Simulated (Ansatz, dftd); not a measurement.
Reaction: BP2H5 (SMILES PBP) → BPH3 (SMILES [BH]P, doublet) + PH2 (SMILES [PH2], doublet) (the B-P bond breaks)
Each species at its own B3LYP-D3(BJ)/def2-TZVP minimum (Ansatz, an electronic-structure program).

Quantity: bond dissociation energy (electronic), in kJ/mol. Radicals and triplets start from unrestricted determinants; spin-orbit coupling is neglected. CBS(X,Y): correlation extrapolated as X^-3, Hartree-Fock from the larger set. A bracket is a step between two methods taken in the basis named. The functionals are non-relativistic, so their misses hold any scalar relativity. Double hybrids freeze cores in their MP2 part. '+ core + X2C': CCSD(T) terms for core correlation (cc-pwCVTZ, 1s frozen past Ne) and scalar relativity (cc-pVTZ-DK).

Compared with CCSD(T)/CBS(cc-pV(T+d)Z,cc-pV(Q+d)Z) + [CCSDT(Q) - CCSD(T)]/cc-pV(D+d)Z + core + X2C (Ansatz).

Rank these levels by how close they come to it, closest first: B2PLYP-D3(BJ)/def2-TZVPD (Ansatz + dftd3); r2SCAN-D3(BJ)/def2-TZVPD (Ansatz + dftd3); r2SCANh-D4/def2-TZVPD (Ansatz + dftd4); B3LYP-D3(BJ)/def2-TZVPD (Ansatz + dftd3).

B2PLYP-D3(BJ)/def2-TZVPD (361.3 kJ/mol, difference -8.8), B3LYP-D3(BJ)/def2-TZVPD (357.1 kJ/mol, difference -13.0), r2SCAN-D3(BJ)/def2-TZVPD (349.7 kJ/mol, difference -20.4), r2SCANh-D4/def2-TZVPD (348.3 kJ/mol, difference -21.8)
